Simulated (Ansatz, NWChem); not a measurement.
# Worked example: vertical energy of the triplet above the singlet of SO2F2 (sulfuryl fluoride)

SO2F2: 5 atoms, total charge 0, spin state singlet. SMILES: `O=S(=O)(F)F`. The shape is that of a PBE0-D4/def2-TZVP optimisation.

Both states at this one shape; open shells run unrestricted unless said. 1 Eh = 27.2114 eV.

```tsv
level	program	singlet SO2F2 (Eh)	triplet SO2F2 (Eh)
SVWN5/6-311+G**	Ansatz	-744.727207	-744.454368
TPSS/6-311+G**	NWChem	-748.415650	-748.142645
B3LYP/6-311+G**	Ansatz	-748.368080	-748.084673
wB97X/6-311+G**	NWChem	-748.273582	-747.970126
```

**Question.** Work out the vertical gap, second state less first, at each level.

**Answer.** 
1. SVWN5/6-311+G**: -744.454368 − (-744.727207) = 0.272839 Eh = 7.42 eV.
2. TPSS/6-311+G**: -748.142645 − (-748.415650) = 0.273005 Eh = 7.43 eV.
3. B3LYP/6-311+G**: -748.084673 − (-748.368080) = 0.283407 Eh = 7.71 eV.
4. wB97X/6-311+G**: -747.970126 − (-748.273582) = 0.303456 Eh = 8.26 eV.

No measured value is set beside it here; the levels span 7.42 to 8.26 eV.
